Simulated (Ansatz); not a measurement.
C4H6O can be A, `C=C=CCO`, or B, `COC1=CC1`.

Isolated molecules relaxed with PBE0-D4/def2-TZVP in Ansatz; ΔE leaves out vibrations. CBS: MP2 limit from def2 TZ/QZ plus the TZ coupled-cluster correction, frozen cores. Functionals use def2-TZVPP. One conformer a species, not always the lowest.

**Question.** Which is lower in electronic energy at CCSD(T)/CBS, and by how much? (Best estimate.)

**Answer.** The calculation gave: A, by 119.3 kJ/mol.

**Question.** Give E(B) − E(A) in kJ/mol with B2PLYP, CCSD/def2-TZVPP, r2SCAN-D4, ωB97M-V, HF/def2-TZVPP, PBE-D4, MP2/def2-TZVPP. (An estimate is asked.)

**Answer.** The calculation gave: B2PLYP 117.3, CCSD/def2-TZVPP 117.6, r2SCAN-D4 110.9, ωB97M-V 112.3, HF/def2-TZVPP 125.4, PBE-D4 105.6, MP2/def2-TZVPP 105.4. None reverses the order clearly.

Largest T1 diagnostic: 0.012.

In def2-TZVPP, CCSD(T) changes the Hartree–Fock value by −8.9 kJ/mol (the triples alone add −1.0 kJ/mol) and MP2 by −20.0 kJ/mol.
